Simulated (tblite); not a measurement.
Compound: C3H3NO.
SMILES: `c1cocn1`

Calculated harmonic vibrations of the isolated species, GFN2-xTB (tblite), most abundant isotopes, no scaling. Errors from tens to a few hundred cm⁻¹ against measured bands are possible.

Harmonic wavenumbers (cm⁻¹): 613.5, 656.3, 766.0, 812.1, 845.0, 888.1, 909.9, 1038.8, 1070.2, 1131.8, 1153.2, 1172.4, 1316.3, 1452.7, 1539.8, 3187.0, 3188.7, 3202.0.

A = 10298, B = 9827, C = 5028 MHz; mass 69.021 u (most abundant isotopes); point group Cs, symmetry number 1.

Q: What is the zero-point energy?

A: Half the sum of the wavenumbers: 12472 cm⁻¹ = 35.66 kcal/mol.

Q: What is S at 298.15 K and 1 bar for an ideal gas of classical rigid rotors and harmonic oscillators?

A: Translation 38.64, rotation 23.96, vibration 2.03: S = 64.6 cal/(mol K).

Q: And Cp and H(298.15 K) − H(0)?

A: Cp = 14.44 cal/(mol K), of which vibrations give 6.49 (their classical limit is 18 R = 35.8); H(298.15 K) − H(0) = 2.85 kcal/mol without the zero-point energy, 0.48 from vibrations.

Q: What must be added to the electronic energy to get the Gibbs energy at 298.15 K and 1 bar?

A: ZPE + [H(298.15 K) − H(0)] − T·S = 35.66 + 2.85 − 19.27 = 19.24 kcal/mol.

Q: Which modes carry the vibrational entropy at 298.15 K?

A: 613.5 cm⁻¹: 0.43; 656.3 cm⁻¹: 0.36; 766.0 cm⁻¹: 0.24; 812.1 cm⁻¹: 0.20; 845.0 cm⁻¹: 0.17; 888.1 cm⁻¹: 0.15 cal/(mol K); the other 12 give 0.49 together.

Q: How do the functions run with temperature in this model?

A: 
| T (K) | S (cal/(mol K)) | Cp (cal/(mol K)) | H − H(0) (kcal/mol) | G − H(0) (kcal/mol) | ln q(vib) |
| --- | --- | --- | --- | --- | --- |
| 150 | 57.2 | 8.5 | 1.21 | -7.38 | 0.01 |
| 250 | 62.3 | 12.1 | 2.21 | -13.36 | 0.10 |
| 400 | 69.6 | 19.4 | 4.58 | -23.25 | 0.58 |
| 600 | 78.9 | 26.6 | 9.24 | -38.12 | 1.67 |
| 900 | 91.0 | 32.7 | 18.23 | -63.67 | 3.68 |

q(vib) and H(0) count from the zero-point level.
